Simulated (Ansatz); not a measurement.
Input for Ansatz (development build ahead of 0.2.0):

```yaml
crystal:
  periodic: [false, false, false]
  atoms:
    - { symbol: C, position_ang: [0.0, -0.02516, -1.05663] }
    - { symbol: S, position_ang: [0.0, -0.05483, 0.61037] }
    - { symbol: H, position_ang: [0.0, -0.99062, -1.35619] }
    - { symbol: H, position_ang: [-0.82789, 0.42188, -1.42681] }
    - { symbol: H, position_ang: [0.82789, 0.42188, -1.42681] }
    - { symbol: H, position_ang: [0.0, 1.17506, 0.78373] }
basis:
  gaussian: { orbitals: def2-TZVP }
hamiltonian:
  xc: hf
```

The input is written out in the form of the current development build from the run's settings.

The run gave:

```json
{
  "Converged": "yes",
  "Total energy": "-437.72380 hartree",
  "Spin squared of the determinant": "0.000"
}
```

Caution: no unrestricted run beside it, a lower state can exist.
